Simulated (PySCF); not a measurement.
A structure optimised at B3LYP-D3(BJ)/def2-TZVP, used in a PySCF frequency run:

```
C
H 1 1.0857
H 1 1.0857 2 110.57
H 1 1.0858 2 110.57 3 -122.80
Cl 1 1.7944 2 108.35 3 118.60
```

Question: Write its SMILES, formula and point group.

Answer: CCl, CH3Cl, C3v

Question: What are its rotational constants (standard atomic weights)?

Answer: 157.36, 13.114, 13.114 GHz
